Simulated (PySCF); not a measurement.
Compound: C4H3FS.
SMILES: `Fc1ccsc1`

The calculation used PBE0/def2-SVPD in PySCF (dipole) on a GFN2-xTB geometry, gas phase.

Take the most abundant isotopes and a rigid rotor. 

Q: What are A, B and C (MHz)?

A: Ia = 69.34, Ib = 203.47, Ic = 272.81 u·Å²; 505379 MHz·u·Å²/I gives A = 7289, B = 2484, C = 1852 MHz.

Q: What kind of rotor is it?

A: An asymmetric top: κ = (2 × 2484 − 7289 − 1852)/(7289 − 1852) = -0.77.

Q: What does the inertial defect say?

A: Planar: Δ = Ic − Ia − Ib = 0.00 u·Å². For a rigid frame Δ = −2 Σ m c², so it vanishes when all atoms lie in the ab plane; here none is more than 0.01 Å from it.

Q: Give the coordinates in the principal-axis frame, origin at the centre of mass.

A: The sense of each axis is arbitrary; atoms in the order of the calculation.
```
atom  mass (u)   a (Å)   b (Å)   c (Å)
  F1    18.998  -2.298  -0.239   0.000
  C2    12.000  -0.971  -0.038   0.000
  C3    12.000  -0.399   1.255   0.000
  C4    12.000   0.956   1.189   0.000
  S5    31.972   1.533  -0.431   0.000
  C6    12.000  -0.067  -1.051   0.000
  H7     1.008  -0.976   2.160   0.001
  H8     1.008   1.658   1.998  -0.001
  H9     1.008  -0.250  -2.106   0.000
```

Q: Predict some low-J microwave lines.

A: The dipole components are |μa| = 1.11 D, |μb| = 0.58 D, |μc| = 0.00 D; the mirror of this Cs structure is the ab plane, so μc vanishes by symmetry and there are no c-type lines. Intensities carry the squares of the components, which stand as 1.00 : 0.27 (a : b). Some lines, for components of 0.1 D or more:

```csv
type,branch,"J(Ka,Kc)",MHz,lower level (cm⁻¹)
a,Q,"1(1,0) ← 1(1,1)",631,0.305
a,Q,"2(1,1) ← 2(1,2)",1894,0.573
a,Q,"3(1,2) ← 3(1,3)",3784,0.974
b,R,"2(0,2) ← 1(1,1)",3809,0.305
b,Q,"2(1,1) ← 2(0,2)",6126,0.432
a,R,"2(1,2) ← 1(1,1)",8041,0.305
b,R,"3(0,3) ← 2(1,2)",8547,0.573
b,R,"1(1,1) ← 0(0,0)",9141,0.000
a,R,"3(1,3) ← 2(1,2)",12027,0.573
a,R,"3(0,3) ← 2(0,2)",12779,0.432
a,R,"3(2,1) ← 2(2,0)",13238,1.119
b,Q,"3(2,1) ← 3(1,2)",13794,1.101
a,R,"3(1,2) ← 2(1,1)",13917,0.636
b,Q,"3(2,2) ← 3(1,3)",17291,0.974
b,R,"2(2,1) ← 1(1,0)",23719,0.326
b,R,"2(2,0) ← 1(1,1)",24408,0.305
b,Q,"3(3,0) ← 3(2,1)",25354,1.561
b,R,"3(2,1) ← 2(1,2)",29605,0.573
b,R,"3(3,0) ← 2(2,1)",38650,1.117
```

Q: Estimate the classical rotational partition function at 50 K, 100 K and 500 K.

A: Point group Cs, symmetry number σ = 1; q = (√π/σ)·√((kT/h)³/(ABC)), k/h = 20836.6 MHz/K: 10300 at 50 K, 29100 at 100 K, 325000 at 500 K.

GFN2-xTB frequencies: not computed here. Constants of a rigid frame at the computed geometry: no zero-point averaging, no centrifugal distortion.

The run took 15 s on Arm Neoverse V1, one thread, no GPU, on a shared host. This is the PBE0/def2-SVPD job that gave the dipole, with the excitations it also computed.
